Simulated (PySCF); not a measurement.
Molecule: `CC(C)(C)C=S`, C5H10S.

Cartesian coordinates in Å; atom numbers follow the order of the lines, from 1:
```xyz
16

C     0.0313   -1.5022    0.1553
C     0.0406    0.0292    0.0221
C    -0.8109    0.4390   -1.1912
C     1.4665    0.5403   -0.1350
C    -0.6476    0.5824    1.2437
S    -0.0699    1.6308    2.3277
H     0.6220   -1.8270    1.0252
H    -0.9923   -1.8924    0.2697
H     0.4684   -1.9596   -0.7461
H    -0.8352    1.5334   -1.3045
H    -0.3843    0.0077   -2.1103
H    -1.8479    0.0797   -1.0988
H     2.0857    0.2590    0.7294
H     1.4882    1.6375   -0.2067
H     1.9211    0.1188   -1.0446
H    -1.6751    0.1939    1.3666
```

Geometry PBE0-D3(BJ)/def2-SVP throughout; GIAO in PySCF 2.14.0 with density-fitted response routines, gas phase, one conformer, non-relativistic; equivalent atoms averaged; functional PBE0.

**Question.** How do the absolute shieldings σ depend on the basis set? (ppm; last column core-seconds on shared hosts with different chips, so compare them loosely)

**Answer.** 
```csv
basis set,functions,C5,C2,C1/C3/C4,S6,H16,H7/H8/H9/H10/H11/H12/H13/H14/H15,core-s
STO-3G,44,49.2,190.4,208.6,-565.7,21.91,31.52,3.9
6-31G,78,-65.3,148.2,171.1,-366.7,20.18,31.21,8.5
6-31G*,108,-60.7,145.4,167.3,-360.6,20.48,30.75,12
def2-SVP,138,-68.2,145.1,166.1,-389.1,20.08,30.26,15
pcSseg-1,159,-91.9,132.5,156.0,-503.0,19.97,30.12,27
"6-311+G(2d,p)",230,-84.2,133.7,159.2,-474.6,19.91,30.37,33
def2-TZVP,252,-87.1,133.2,158.5,-515.2,19.88,30.33,40
```

**Question.** Which nucleus moves most, in ppm?

**Answer.** S6 (thione sulfur): from -565.7 ppm with STO-3G to -360.6 ppm with 6-31G*. The smallest spread is 1.40 ppm, at H7/H8/H9/H10/H11/H12/H13/H14/H15. Proton shifts span only some 12 ppm, so a few tenths of a ppm matter as much there as several ppm in carbon.

**Question.** Taking the largest basis, def2-TZVP (252 functions), as the yardstick, rank the others by their worst heavy-atom deviation.

**Answer.** pcSseg-1 12.2 ppm (159 functions), 6-311+G(2d,p) 40.6 ppm (230 functions), def2-SVP 126.1 ppm (138 functions), STO-3G 136.3 ppm (44 functions), 6-31G 148.5 ppm (78 functions), 6-31G* 154.6 ppm (108 functions).

A small basis that lands close on one nucleus may do so by chance; judge by the trend and by all nuclei.
